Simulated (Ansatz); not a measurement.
Basis-set extrapolation for C₄H₈S (`C=CCCS`) (PBE0-D4/def2-TZVP geometry, frozen core, the Gaussian-basis code of Ansatz). Multiplicity 1, RHF reference.

|  | def2-TZVPP | def2-QZVPP |
| --- | --- | --- |
| HF | -553.704325 | -553.722898 |
| MP2 correlation | -0.854618 | -0.912871 |
| CCSD(T) correlation | -0.950543 | not run |

Energies in hartree. Use E(X) = E(∞) + A·exp(−7.88·√X) for Hartree–Fock and E(X) = E(∞) + B·X^(−2.97) for correlation, with X = 3 and 4, and add CCSD(T) minus MP2 of the smaller set to the MP2 limit.

**Question.** What is the CCSD(T) energy at the basis-set limit?

**Answer.** HF limit: -553.722898 + (-0.018573) × 0.13774 = -553.72546. MP2 limit: -0.912871 + (-0.058253) × 0.74074 = -0.95602. Higher-order term: -0.950543 − (-0.854618) = -0.09593. Total: -554.77741 hartree, 76.9 kcal/mol below CCSD(T)/def2-TZVPP.
